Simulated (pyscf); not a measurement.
Structures and frequencies: ωB97X-D3(BJ)/def2-SVP in PySCF.

### Question
What is the homolytic dissociation enthalpy (298 K, ωB97M-D3(BJ)/def2-TZVP) of the Ga–O bond of HO–Ga(PH₂)–PH₂ (SMILES [OH][Ga]([PH2])[PH2]), to OH• + [H₂P–Ga–PH₂]•?

### Answer
Ga–O to OH• + [H₂P–Ga–PH₂]•: 4.42 eV. The 7 functionals that were run give +4.25 (B3LYP-D3(BJ)) to +4.51 eV (M06-2X). The radicals are drawn with the spin at the cut bond; how far it spreads was not checked. Other isomers of [H₂P–Ga–PH₂]• were not searched in full and may lie lower. Left out: the spin-orbit lowering of OH. Elements up to Kr have no core potential and no relativistic terms here.
